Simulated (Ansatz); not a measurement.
Basis-set extrapolation for `N[B]N` radical (PBE0-D4/def2-TZVP geometry, frozen core, the Gaussian-basis code of Ansatz). Multiplicity 2, UHF reference.

```
                     cc-pV(T+d)Z  cc-pV(Q+d)Z
                 HF  -135.990767  -136.001587
    MP2 correlation    -0.505007    -0.540718
CCSD(T) correlation    -0.546393    -0.578757
```

Energies in hartree. Use E(X) = E(∞) + A·exp(−5.46·√X) for Hartree–Fock and E(X) = E(∞) + B·X^(−3.05) for correlation, with X = 3 and 4.

Q: What is the CCSD(T) energy at the basis-set limit?

A: HF limit: -136.001587 + (-0.010820) × 0.30130 = -136.00485. Correlation limit: -0.578757 + (-0.032364) × 0.71189 = -0.60180. Total: -136.60665 hartree, 182.4 kJ/mol below CCSD(T)/cc-pV(T+d)Z.
